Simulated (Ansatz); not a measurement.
Compare A (`C=CC1CC1`) with its isomer B (`C=C=CCC`).

Program: Ansatz. Geometries: PBE0-D4/def2-TZVP. ΔE: electronic, gas phase. CCSD(T)/CBS is the MP2 limit (def2-TZVPP, def2-QZVPP) plus CCSD(T) − MP2 in def2-TZVPP, frozen cores. DFT in def2-TZVPP. B3LYP here is the variant with VWN-RPA as its local correlation; programs differ in this. Each species was taken in one conformer, which may not be the lowest.

Which isomer does CCSD(T)/CBS put lower? Give the gap. (Estimate.)

The calculation gave: A, by 4.5 kcal/mol.

Give E(B) − E(A) in kcal/mol with CCSD(T)/def2-SVP, B3LYP-D4, HF/def2-TZVPP, CCSD(T)/def2-TZVPP, r2SCAN-D4, ωB97M-V, PBE0-D4. (Best estimate.)

Computed: CCSD(T)/def2-SVP 5.4, B3LYP-D4 1.6, HF/def2-TZVPP 2.9, CCSD(T)/def2-TZVPP 4.7, r2SCAN-D4 4.5, ωB97M-V 5.0, PBE0-D4 6.5. None reverses the order clearly.

Does the order hold for the free energy at 298.15 K (harmonic terms from PBE0-D4)? (An estimate is asked.)

The calculation gave: Yes: G(B) − G(A) = +2.5 kcal/mol, for one conformer each.

Largest T1 diagnostic: 0.011.

Leaving LDA and LC-ωPBE aside and taking each functional with its dispersion term where it has one, the values, not all of them listed here, spread over 8.7 kcal/mol, from BLYP-D4 to PBE-QIDH. LDA lies +3.5 kcal/mol from PBE without D4. From BLYP to BHLYP (50 % exact exchange), in def2-TZVPP and without D4, E(B) − E(A) moves by +4.8 kcal/mol.
